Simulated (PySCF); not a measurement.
## acetylene: gas-phase deprotonation enthalpies at several levels

Structure: `C#C` (C2H2). Non-hydrogen atoms are numbered in `[CH:1]#[CH:2]`.

All levels share the PBE0-D3(BJ)/ma-def2-SVP structures and the PBE0-D3(BJ)/ma-def2-SVP thermal terms; only the single-point energies (PySCF) change. Values are gas-phase deprotonation enthalpies (298 K, kJ/mol).

| level | C1 | abs. error | time |
| --- | --- | --- | --- |
| MP2/jun-cc-pV(T+d)Z | 1577 | 5.8 | 2 s |
| CCSD(T)/jun-cc-pV(T+d)Z | 1580 | 2.5 | 25 s |
| PBE0-D3(BJ)/ma-def2-TZVP | 1582 | 0.1 | – |
| HF/jun-cc-pV(T+d)Z | 1590 | 7.6 | 0.37 s |
| ATcT 1.112 | 1583 |  |  |

Times are wall times for all single points of a level on 1 thread of Arm Neoverse V2, a shared host; the dash marks the run that also made the structures.

Hartree-Fock leaves out electron correlation, so its deprotonation energies can be off by tens of kJ/mol.

The spread: 13 kJ/mol, from 1577 to 1590.
